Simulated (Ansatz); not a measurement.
**Which is lower?**

Two relaxed structures of CH$_{5}$BN (charge +1), singlet (PBE0-D4/def2-TZVP; forces vanish, vibrations not checked).

A:

```xyz
8
angstrom
B -0.6494 0.7846 -0.7618
C 0.6846 -0.8922 0.4293
N -0.0329 0.1681 0.4602
H -0.4284 0.2186 -1.7778
H -1.2888 1.7636 -0.5980
H -0.1819 0.6021 1.3707
H 0.8627 -1.3795 -0.5264
H 1.1109 -1.3019 1.3423
```

B:

```json
{"atom": "B1", "x (Å)": "-0.7092", "y (Å)": "0.7732", "z (Å)": "-0.8074"}
{"atom": "C2", "x (Å)": "-0.1563", "y (Å)": "-0.0152", "z (Å)": "0.4096"}
{"atom": "N3", "x (Å)": "0.8648", "y (Å)": "-0.7838", "z (Å)": "0.4807"}
{"atom": "H4", "x (Å)": "-1.5347", "y (Å)": "0.2509", "z (Å)": "-1.4860"}
{"atom": "H5", "x (Å)": "-0.3363", "y (Å)": "1.8912", "z (Å)": "-0.9677"}
{"atom": "H6", "x (Å)": "-0.7173", "y (Å)": "0.1000", "z (Å)": "1.3434"}
{"atom": "H7", "x (Å)": "1.4633", "y (Å)": "-0.9689", "z (Å)": "-0.3179"}
{"atom": "H8", "x (Å)": "1.1257", "y (Å)": "-1.2474", "z (Å)": "1.3452"}
```

Ansatz 0.2.0; basis: def2-TZVPP; cores frozen in the correlated methods. B3LYP uses VWN-RPA correlation.

Problem. Which structure is lower at CCSD(T), and by how much? (Judge from chemistry; the value comes from the calculation.)

Solution. By the calculation: A, by 0.525 eV (electronic energy, against the other). By their contacts, A is CH₅BN ([BH2][NH][CH2]), total charge +1 and B is CH₅BN ([BH2][CH][NH2]), total charge +1.

All methods give the same order:

```tsv
method	E(B) − E(A) (eV)
PBE-D4	0.295
r2SCAN-D4	0.342
PBE0-D4	0.368
B3LYP-D4	0.411
wB97M-V	0.445
HF	0.598
MP2	0.562
CCSD	0.527
CCSD(T)	0.525
```

No T1 diagnostic of these runs exceeds 0.015.

Labels in which every atom is bracketed show which atoms are joined, not bond orders.

For scale, one of the runs: CCSD(T)/def2-TZVPP, 163 basis functions, launched by `ansatz run in.yaml --threads 2 --pin off --events-out ev --progress --plain --max-ram 4352MiB`. The run took 17 s on 2 CPU threads of an Arm Neoverse V1 (shared host), with 1.3 GiB of host memory at its peak.
